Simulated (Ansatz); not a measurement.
Results of revPBE in Ansatz (plane waves, PAW) for fcc Rh.

Settings: plane-wave cutoff 520 eV, 24×24×24 k mesh, Fermi–Dirac smearing 0.05 eV, no spin polarisation, scalar-relativistic PAW data made under PBE.

Computed at the level's own relaxed cell.

Task: Predict the equilibrium volume per atom, bulk modulus B0, equilibrium lattice constant a and pressure derivative B′ of the bulk modulus.

Result: 
* **equilibrium volume per atom**: 14.23 Å³/atom
* **bulk modulus B0**: 243 GPa
* **equilibrium lattice constant a**: 3.847 Å
* **pressure derivative B′ of the bulk modulus**: 5.2

The run finds no gap.

Measured, for comparison: equilibrium volume per atom 13.65 Å³/atom, lattice constant a 3.794 Å (static lattice: zero-point anharmonic expansion removed; as tabulated in Mejia-Rodriguez and Trickey (2018), arXiv:1807.09216); bulk modulus 271 GPa (corrected for temperature and zero-point phonon effects, our sources range from 271 to 289; as tabulated in Levämäki et al. (2014), arXiv:1402.3671). Computed (rounded) less measured: equilibrium volume per atom +4.2 %, bulk modulus -10 % (-10 % to -16 % over the range), lattice constant a +1.4 %.

Computed values are for the static lattice.

Ansatz is a first-principles code.
